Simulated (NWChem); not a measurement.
**r2SCAN/def2-SVPD run of C3H3N (Z-propargylimine)**

Aim: the vertical ionisation energy of C3H3N (Z-propargylimine) at r2SCAN/def2-SVPD, from 2 runs. 

The results are computed with NWChem 7.3.0.

1 further run of the same task is left out (it didn't finish). Runs told in other sessions of the task aren't counted.

**1. The molecule**

C3H3N has 7 atoms, charge 0, and is taken as a singlet. SMILES: `[H]/N=C\C#C`. Geometry: relaxed at PBE0-D4/def2-TZVP.

Bond lengths: N2–C3 1.269 Å, C3–C4 1.430 Å, C4–C5 1.202 Å, H1–N2 1.021 Å, C3–H6 1.092 Å, C5–H7 1.065 Å. Angles: N2–C3–C4 126.0°, C3–C4–C5 179.5°, N2–C3–H6 118.1°, C4–C3–H6 115.9°, H1–N2–C3 110.5°, C4–C5–H7 179.6°.

**2. Energy and gradient at r2SCAN/def2-SVPD**

The input, c3h3n.nw:

```
start c3h3n
memory 2200 mb

geometry units angstroms noautosym nocenter noautoz
  H     0.042980   -1.921630    0.276790
  N     0.571870   -1.414880    0.988450
  C     0.520410   -0.165300    0.774280
  C    -0.170650    0.476280   -0.301020
  C    -0.748370    1.024920   -1.201350
  H     1.046470    0.497080    1.464630
  H    -1.262700    1.503530   -2.001770
end

basis spherical bse
  H library def2-SVPD
  N library def2-SVPD
  C library def2-SVPD
end

dft
  xc r2scan
  grid fine
  convergence energy 1e-08
  maxiter 100
  mulliken
  noprint "final vectors analysis"
end

task dft gradient
```

The run is started by

```
nwchem c3h3n.nw > c3h3n.out
```

Output:

```text
[...]
          Wavefunction type:  closed shell.
          No. of atoms     :     7
          No. of electrons :    28
[...]
          Charge           :     0
          Spin multiplicity:     1
[...]
          AO basis - number of functions:   104
[...]
              XC Information
              --------------
                      r^2SCAN Method XC Functional
               r^2SCAN metaGGA Exchange Functional  1.000
                     r^2SCAN Correlation Potential  1.000
[...]
 d= 0,ls=0.0,diis     1   -170.4896818285 -2.61D+02  2.50D-02  4.71D-01     1.9
[...]
 d= 0,ls=0.0,diis    12   -170.5493479227 -2.03D-11  2.69D-07  1.31D-09    17.1
         Total DFT energy =     -170.549347922740
      One electron energy =     -408.017064084195
           Coulomb energy =      170.866571406974
    Exchange-Corr. energy =      -24.044925088157
 Nuclear repulsion energy =       90.646069842637
[...]
      Total Density - Mulliken Population Analysis
     ---------------------------------------------
    Atom       Charge   Shell Charges
 -----------   ------   -------------------------------------------------------
    1 H    1     0.96   0.75  0.18  0.04 -0.01
    2 N    7     7.18   1.99  1.07  0.48  0.17  2.32  1.11  0.02  0.01
    3 C    6     5.75   1.98  0.95  0.14 -0.02  2.06  0.62  0.06 -0.05
    4 C    6     4.76   1.98  0.95  0.05 -0.14  2.05 -0.14  0.03 -0.02
    5 C    6     7.10   1.98  0.93  1.89  0.05  2.02  0.23  0.02 -0.03
    6 H    1     1.20   0.76  0.35  0.02  0.07
    7 H    1     1.04   0.74  0.27  0.03 -0.01
[...]
  wavefunction    = closed shell
                         DFT ENERGY GRADIENTS
    atom               coordinates                        gradient
                 x          y          z           x          y          z
   1 H       0.081220  -3.631354   0.523057    0.001757   0.002607   0.002266
   2 N       1.080678  -2.673736   1.867900   -0.002304   0.013107  -0.004808
   3 C       0.983432  -0.312372   1.463177    0.002286  -0.008961   0.004303
   4 C      -0.322482   0.900039  -0.568845   -0.013554   0.012151  -0.021037
   5 C      -1.414214   1.936818  -2.270222    0.011976  -0.011547   0.018681
   6 H       1.977542   0.939345   2.767749   -0.003422  -0.004450  -0.004466
   7 H      -2.386157   2.841260  -3.782797    0.003261  -0.002906   0.005061
[...]
```

Run time: 22 s. Hardware: 1 thread of Intel Xeon 6975P-C (Granite Rapids), shared host; peak memory 0.11 GiB.

**3. The doublet cation: a single-point energy at U-r2SCAN/def2-SVPD**

The input, run.py:

```python
from ase import Atoms
from ase.calculators.nwchem import NWChem

atoms = Atoms(['H', 'N', 'C', 'C', 'C', 'H', 'H'], positions=[
    [0.042980, -1.921630, 0.276790],
    [0.571870, -1.414880, 0.988450],
    [0.520410, -0.165300, 0.774280],
    [-0.170650, 0.476280, -0.301020],
    [-0.748370, 1.024920, -1.201350],
    [1.046470, 0.497080, 1.464630],
    [-1.262700, 1.503530, -2.001770],
])

calc = NWChem(
    label='job',
    theory='dft',
    memory='2200 mb',
    basis='def2-SVPD',
    basispar='spherical bse',
    charge=1,
    dft={'xc': 'r2scan', 'mult': '2', 'grid': 'fine', 'convergence': 'energy 1e-08', 'iterations': '100', 'mulliken': None, 'print': 'low'},
    task='energy',
)
atoms.calc = calc

e = atoms.get_potential_energy()
print(f"E = {e:.6f} eV")
```

The run is started by

```
export ASE_NWCHEM_COMMAND="nwchem PREFIX.nwi > PREFIX.nwo"
python run.py
```

Output:

```text
E = -4630.608835 eV
```

The calculator wrote job.nwi:

```
title "job"

permanent_dir job

scratch_dir job

start job

geometry units angstrom nocenter noautosym noautoz
  H  4.2979999999999997e-02 -1.9216299999999999e+00 2.7678999999999998e-01
  N  5.7186999999999999e-01 -1.4148799999999999e+00 9.8845000000000005e-01
  C  5.2041000000000004e-01 -1.6530000000000000e-01 7.7427999999999997e-01
  C  -1.7065000000000000e-01 4.7627999999999998e-01 -3.0102000000000001e-01
  C  -7.4836999999999998e-01 1.0249200000000001e+00 -1.2013499999999999e+00
  H  1.0464700000000000e+00 4.9708000000000002e-01 1.4646300000000001e+00
  H  -1.2626999999999999e+00 1.5035300000000000e+00 -2.0017700000000000e+00
end

charge 1

memory 2200 mb

basis spherical bse noprint
   * library def2-SVPD
end

dft
  xc r2scan
  mult 2
  grid fine
  convergence energy 1e-08
  iterations 100
  mulliken
  print low
end

task dft energy
```

job.nwo, cut to the lines that bear on the results:

```text
[...]
         Total DFT energy =     -170.171737349238
      One electron energy =     -400.449373012303
           Coulomb energy =      163.343516231647
    Exchange-Corr. energy =      -23.711950411219
 Nuclear repulsion energy =       90.646069842637
[... 28 lines left out ...]
    4 C    6     0.18   0.00  0.02  0.01 -0.00  0.11  0.05 -0.00 -0.00
    5 C    6     0.11  -0.00  0.01  0.01 -0.00  0.07  0.03  0.00 -0.00
[...]
      <S2> =      0.7655 (Exact =     0.7500)
[...]
```

Run time: 41 s. Hardware: 1 thread of Intel Xeon 6975P-C (Granite Rapids), shared host; peak memory 0.11 GiB.

**4. Results**

At r2SCAN/def2-SVPD:

```
                                          quantity          value
                       singlet C3H3N: total energy  -170.54935 Eh
                      singlet C3H3N: dipole moment         2.29 D
           singlet C3H3N: largest force on an atom     1.431 eV/Å
                      doublet cation: total energy  -170.17174 Eh
                              doublet cation: ⟨S²⟩          0.765
vertical ionisation energy (to the doublet cation)      10.275 eV
```

What this shows: The vertical ionisation energy comes to 10.28 eV (237 kcal/mol). The largest force (singlet C3H3N) is 1.43 eV/Å: the shape isn't a stationary point for this species at this level. Mulliken charges (singlet C3H3N) run from -1.10 on C5 to +1.24 on C4; in a basis this large or diffuse they mean little. Mulliken charges (doublet cation) run from -0.99 on C5 to +1.22 on C4; in a basis this large or diffuse they mean little.
